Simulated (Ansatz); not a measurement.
# C2H4N− (SMILES C=[C-]N): single points off equilibrium

One table from this session's results is given with a row withheld; the runs are named, their logs left out.

The runs use Ansatz 0.2.0, Gaussian basis; single points in def2-TZVPPD.

Correlated methods freeze the cores.

**The starting structure**

SMILES `C=[C-]N`, 7 atoms, charge -1, spin multiplicity 1.

Atoms are counted from 1 here; the program's logs count them from 0.

Bond lengths: C1–C2 1.291 Å, C1–H4 1.083 Å, C1–H5 1.153 Å, C2–N3 1.433 Å, N3–H6 1.060 Å, N3–H7 0.992 Å. Angles: C2–C1–H4 116.0°, C2–C1–H5 128.5°, H4–C1–H5 113.3°, C1–C2–N3 112.1°, C2–N3–H6 115.8°, C2–N3–H7 117.4°, H6–N3–H7 100.6°.

As a file:

```csv
atom,x (Å),y (Å),z (Å)
C1,-0.91970,0.15120,-0.53840
C2,-0.06030,-0.79210,-0.34260
N3,1.14780,-0.30530,0.25480
H4,-1.85380,-0.14590,-0.99880
H5,-0.96110,1.19680,-0.05510
H6,1.06720,0.61690,0.77130
H7,1.57190,-0.86870,0.95290
```

Set-up of the first run:

run/in.yaml

```yaml
crystal:
  periodic: [false, false, false]
  atoms:
    - {symbol: C, position_ang: [-0.919700, 0.151200, -0.538400]}
    - {symbol: C, position_ang: [-0.060300, -0.792100, -0.342600]}
    - {symbol: N, position_ang: [1.147800, -0.305300, 0.254800]}
    - {symbol: H, position_ang: [-1.853800, -0.145900, -0.998800]}
    - {symbol: H, position_ang: [-0.961100, 1.196800, -0.055100]}
    - {symbol: H, position_ang: [1.067200, 0.616900, 0.771300]}
    - {symbol: H, position_ang: [1.571900, -0.868700, 0.952900]}
basis:
  gaussian: {orbitals: "def2-TZVPPD.json"}
total_charge: -1
correlation: {method: ccsd_t}
output: {forces: true}
```

The basis file named in the input lies beside it (Basis Set Exchange, JSON).

The command line of these runs was not kept.

Among the steps run: CCSD(T)/def2-TZVPPD; PBE0-D4/def2-TZVPPD; wB97M-V/def2-TZVPPD; r2SCAN-D4/def2-TZVPPD; PBE-D4/def2-TZVPPD; BLYP-D4/def2-TZVPPD; B97M-V/def2-TZVPPD.

One of the session's tables, all rows but one given; the rest of the session is left out.

```
   method  RMS force component (eV/Å)  angle to CCSD(T) forces (°)
  CCSD(T)                       1.504                    reference
  PBE0-D4                       1.338                          9.0
  wB97M-V                           ?                            ?
r2SCAN-D4                       1.330                          7.7
   PBE-D4                       1.355                         11.5
  BLYP-D4                       1.338                          9.5
   B97M-V                       1.298                          9.2
```

Q: Estimate the row for wB97M-V from the others.

The run gave: RMS force component (eV/Å): 1.358; angle to CCSD(T) forces (°): 5.6. In the column «RMS force component (eV/Å)» it lies between PBE-D4 (1.355) and CCSD(T) (1.504).

To keep in mind: The anion's highest level is positive in at least one run, so there the basis alone may hold the extra electron.
